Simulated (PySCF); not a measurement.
Name the molecule from its bond curve

A diatomic of charge -1 contains F. Its singlet curve at RHF-CCSD(T) in a triple-zeta basis (no relativity, PySCF), in eV from the separated fragments:

(R (Å), E (eV)): (1.543, -1.899), (1.611, -2.184), (1.663, -2.294), (1.714, -2.337), (1.765, -2.330), (1.834, -2.262), (1.920, -2.112), (2.022, -1.878)

The fit gives ωe = 632 cm⁻¹ and the rotational constant Bₑ = 0.4723 cm⁻¹.

Q: Which atom is the partner?

A: The minimum lies at 1.731 Å, so the reduced mass is 16.8576 u Å² cm⁻¹/(Bₑ·Re²) = 11.91 u. With F at 19.00 u the partner weighs about 31.9 u: S. The molecule is SF⁻.

Correlated steps freeze 6 core orbitals.
